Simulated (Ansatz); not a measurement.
in.yaml

```yaml
crystal:
  periodic: [false, false, false]
  atoms:
    - {symbol: Si, position_ang: [0.000000, 0.000000, 1.449301]}
    - {symbol: C, position_ang: [0.000000, 0.000000, -0.233150]}
    - {symbol: H, position_ang: [0.000000, 0.000000, -1.216150]}
basis:
  gaussian: {orbitals: 6-31G}
magnetization: {spin_polarized: false, initial_magnetization: 1}
hamiltonian: {xc: pbe0}
correlation: {method: sc_nevpt2, electrons: all, active_space: {window: {electrons: 3, orbitals: 3}}}
scf: {lower_state_search: off}
```

```sh
$ ansatz run in.yaml --threads 1 --pin off --events-out ev --progress --plain --max-ram 2393MiB
```

(1) One thing in this input was set wrong on purpose, beside settings that are merely unusual. What is the gravest fault, and what does the program do?

Answers

(1) Active space on a functional. How the run ends: refused.
```
Error: invalid value for `correlation.active_space`: it starts from restricted Hartree–Fock orbitals; set hamiltonian.xc: hf without magnetization.spin_polarized
```
